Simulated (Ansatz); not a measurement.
The same path of CH2LiO (5 atoms, charge 0, multiplicity 2) was run twice with different band settings. Lost on the way: C3–H4. Made: Li1–C3, O2–H4.

Computed with UKS PBE0-D4/def2-SVP in Ansatz.

Relaxed end points:

```xyz
5
Properties=species:S:1:pos:R:3
Li -2.254 0.152 -0.313
O -0.682 0.045 -0.080
C 0.600 -0.048 0.174
H 1.116 -1.012 0.029
H 1.220 0.864 0.189
```

```xyz
5
Properties=species:S:1:pos:R:3
Li -1.699 0.226 -0.090
O -0.116 -0.648 -0.290
C 0.067 0.744 0.128
H 0.601 -1.238 -0.034
H 1.147 0.916 0.285
```

Common settings: movable images 5; spring 5.0 eV/Å²; start path through a guess of the saddle point; force threshold 0.05 eV/Å; iteration limit 60; end points relaxed.

| run | climbing image | optimiser |
| --- | --- | --- |
| 1 | yes | quadratic models (default) |
| 2 | from the first iteration | fire |

Question: What does each run give, and how far can it be trusted?

Answer: Run 1: converged after 14 iterations, highest image 3.111 eV above the first end. The profile has 2 maxima (images 1, 4) with wells between them (image 2): this band takes more than one step, which may be the mechanism or a detour left from its start path. Neighbouring images differ by up to 2.6 eV, so the band resolves the path poorly. A vibrational analysis at the climbing image gives one clearly imaginary mode, 1788i cm⁻¹: a first-order saddle point.
Run 2: not converged after 60 iterations, highest image 4.350 eV above the first end. The band didn't meet its force threshold, so its energies are provisional: the largest band force was still 1.57 eV/Å, and over the last iterations the top moved between 4.19 and 4.35 eV. Neighbouring images lie up to 2.0 Å apart, so the band is torn or far too coarse.
